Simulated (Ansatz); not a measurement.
The cluster P4. Charge 0, multiplicity 1. Geometry B3LYP-D4/def2-TZVP.

```csv
atom,x (Å),y (Å),z (Å)
P1,1.5327,-0.8799,-0.0845
P2,-2.1342,0.0606,1.0814
P3,-0.4110,0.0123,0.2092
P4,1.0126,0.8070,-1.2061
```

The restricted singlet is unstable towards broken spin symmetry in Hartree–Fock (as tested in another run); at LDA (SPW92)/def2-TZVP, PBE-D4/def2-TZVP, r2SCAN-D4/def2-TZVP, PBE0-D4/def2-TZVP and others this wasn't settled. Another isomer (singlet) lies 3.43 eV lower at PBE0-D4/def2-TZVP; other spin states weren't run for this one.

(1) Estimate the orbital energies around the gap (eV) in Ansatz with LDA (SPW92)/def2-TZVP, PBE-D4/def2-TZVP, r2SCAN-D4/def2-TZVP, PBE0-D4/def2-TZVP, CAM-B3LYP-D4/def2-TZVP.

Answers

(1) 
```
orbital  LDA (SPW92)/def2-TZVP  PBE-D4/def2-TZVP  r2SCAN-D4/def2-TZVP  PBE0-D4/def2-TZVP  CAM-B3LYP-D4/def2-TZVP
 HOMO−9                 -19.38            -19.28               -20.17             -21.62                  -23.32
 HOMO−8                 -16.08            -15.97               -16.66             -18.02                  -19.67
 HOMO−7                 -13.25            -13.15               -13.67             -14.88                  -16.43
 HOMO−6                 -11.91            -11.80               -12.25             -13.34                  -14.77
 HOMO−5                  -8.91             -8.76                -9.13              -9.88                  -11.07
 HOMO−4                  -8.63             -8.51                -8.84              -9.69                  -10.90
 HOMO−3                  -7.89             -7.77                -8.06              -8.88                  -10.07
 HOMO−2                  -7.72             -7.60                -7.91              -8.81                  -10.04
 HOMO−1                  -6.31             -6.17                -6.39              -7.01                   -8.00
   HOMO                  -4.90             -4.78                -4.95              -5.69                   -6.75
   LUMO                  -4.79             -4.63                -4.66              -3.89                   -2.76
 LUMO+1                  -3.17             -3.01                -2.95              -2.27                   -1.16
 LUMO+2                  -2.97             -2.79                -2.65              -1.97                   -0.85
 LUMO+3                  -1.55             -1.40                -1.20              -0.59                    0.49
 LUMO+4                  -0.60             -0.43                -0.10               0.39                    1.41
 LUMO+5                   0.58              0.76                 1.15               1.60                    2.65
```
